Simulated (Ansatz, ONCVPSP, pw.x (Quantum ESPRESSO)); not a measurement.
**pw.x on diamond Si: one setting changed**

Potential: optimised norm-conserving Vanderbilt (ONCV), ONCVPSP 4.0.1.1 (patched build), LDA (Perdew-Wang 92); core [He], reference 2s2 2p6 3s2 3p2; waves: 2s+3s: rc 1.42 bohr, ncon 3, nbas 6, qcut 12.3 1/bohr, 2 projectors; 2p+3p: rc 1.36 bohr, ncon 3, nbas 7, qcut 12.6 1/bohr, 2 projectors; local part: polynomial inside 1.10 bohr (lpopt 5, dvloc0 0 Ha); core correction: none.

The reference run (k-mesh 9³, cutoffs 145/580 Ry, Fermi–Dirac 0.01 Ry, mixing_beta 0.4, conv_thr 1e-9, no spin) gives 0.42 GPa at 19.694 Å³/atom, where all-electron LAPW gives -0.03 GPa. This run, with its own iteration cap, changes degauss to 0.002.

```
&control
  calculation='scf', prefix='x', pseudo_dir='./', outdir='./tmp', tstress=.true., disk_io='none'
/
&system
  ibrav=0, nat=2, ntyp=1, ecutwfc=145, ecutrho=580, nbnd=21,
  occupations='smearing', smearing='fd', degauss=0.002
/
&electrons
  conv_thr=1e-09, mixing_beta=0.4, electron_maxstep=70
/
ATOMIC_SPECIES
Si 1.0 Si.UPF
CELL_PARAMETERS angstrom
  0.00000000 2.70050288 2.70050288
  2.70050288 0.00000000 2.70050288
  2.70050288 2.70050288 0.00000000
ATOMIC_POSITIONS crystal
Si 0.0000 0.0000 0.0000
Si 0.2500 0.2500 0.2500
K_POINTS automatic
9 9 9 0 0 0
```

```bash
pw.x < Si.scf.in > Si.scf.out
```

Question: How does the run end?

Answer: It converges in 8 iterations; the free energy moves by +0.6 meV/atom and the pressure by +0.03 GPa. The result is that of the reference run. In a metal, with Fermi–Dirac smearing, F lies below its zero-width value by a term in the square of the width.

```
Message from routine setup:
     using ibrav=0 with symmetry is DISCOURAGED, use correct ibrav instead
     lattice parameter (alat)  =       7.2170  a.u.
     unit-cell volume          =     265.8034 (a.u.)^3
     number of electrons       =        24.00
     number of Kohn-Sham states=           21
     kinetic-energy cutoff     =     145.0000  Ry
     charge density cutoff     =     580.0000  Ry
     scf convergence threshold =      1.0E-09
     Exchange-correlation= SLA  PW   NOGX NOGC
     number of k points=    35  Fermi-Dirac smearing, width (Ry)=  0.0020
     iteration #  1     ecut=   145.00 Ry     beta= 0.40
     total energy              =    -386.70290542 Ry
     estimated scf accuracy    <       0.05904096 Ry
     iteration #  2     ecut=   145.00 Ry     beta= 0.40
     total energy              =    -386.69901126 Ry
     estimated scf accuracy    <       0.01506066 Ry
     iteration #  3     ecut=   145.00 Ry     beta= 0.40
     total energy              =    -386.69995464 Ry
     estimated scf accuracy    <       0.00024737 Ry
     [... 2 iterations left out ...]
     iteration #  6     ecut=   145.00 Ry     beta= 0.40
     total energy              =    -386.69998050 Ry
     estimated scf accuracy    <       0.00000004 Ry
     iteration #  7     ecut=   145.00 Ry     beta= 0.40
     total energy              =    -386.69998050 Ry
     estimated scf accuracy    <       0.00000001 Ry
     iteration #  8     ecut=   145.00 Ry     beta= 0.40
     the Fermi energy is     7.9015 ev
!    total energy              =    -386.69998050 Ry
     estimated scf accuracy    <          3.1E-10 Ry
     smearing contrib. (-TS)   =      -0.00000007 Ry
     The total energy is F=E-TS. E is the sum of the following terms:
     one-electron contribution =    -333.21898659 Ry
     hartree contribution      =     140.03560294 Ry
     xc contribution           =     -41.51446668 Ry
     ewald contribution        =    -152.00213011 Ry
     convergence has been achieved in   8 iterations
          total   stress  (Ry/bohr**3)                   (kbar)     P=        4.45
     Message from routine punch:
     Nothing written, as per user request (disk_io='none')
```

The run took about 2.5 min on one core of a shared host (Neoverse-N1, 64 threads, 124 GiB, load 51).
